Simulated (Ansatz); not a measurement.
**Worked example: correlation energy of CO⁺, doublet**

Geometry: that of the CO, triplet, kept fixed.

```xyz
2

O     0.0000    0.0000    0.0000
C     0.0000    0.0000    1.1955
```

Basis cc-pVDZ; Ansatz 0.2.0. Only valence electrons are correlated (noble-gas cores frozen), which leaves 9 electrons in 26 orbitals. Prefix R: restricted or restricted open-shell reference; prefix U: unrestricted.

Full CI isn't at hand for all of this; UCCSDTQ serves as the reference, and is uncertain by about the last step of the cluster series.

Unrestricted rows (U) aren't spin-pure: their determinants' ⟨S²⟩ exceeds S(S+1) by up to 0.49, so they mix in states of higher spin.

Runs differ by some tens of microhartree through their thresholds and, for an open shell, their frozen cores, so steps under 0.03 kcal/mol mean nothing.

| level | total energy (hartree) |
| --- | --- |
| UHF | -112.251979 |
| UMP2 | -112.497589 |
| UCCSD* | -112.532921 |
| UCCSD(T)* | -112.544945 |
| UCCSDT | -112.548947 |
| UCCSDT(Q) | -112.551384 |
| UCCSDTQ | -112.550337 |

What is the correlation energy at UCCSDTQ, and what share of it do UMP2 and UCCSD(T) recover?

E(corr) = -112.550337 − (-112.251979) = -0.298358 hartree = -8.119 eV. UMP2: -0.245610 / -0.298358 = 82.32 %. UCCSD(T): -0.292966 / -0.298358 = 98.19 %.

By how many kcal/mol does UCCSD(T) miss UCCSDTQ (1 hartree = 627.509 kcal/mol), and which steps make up the rest?

-112.544945 − (-112.550337) = 0.005392 hartree = 3.38 kcal/mol. Steps: UCCSDT − UCCSD(T) = -2.51, UCCSDT(Q) − UCCSDT = -1.53, UCCSDTQ − UCCSDT(Q) = 0.66 kcal/mol. Differences between like states or geometries often cancel part of this.

An asterisk marks runs whose energy the program itself flagged as in doubt.
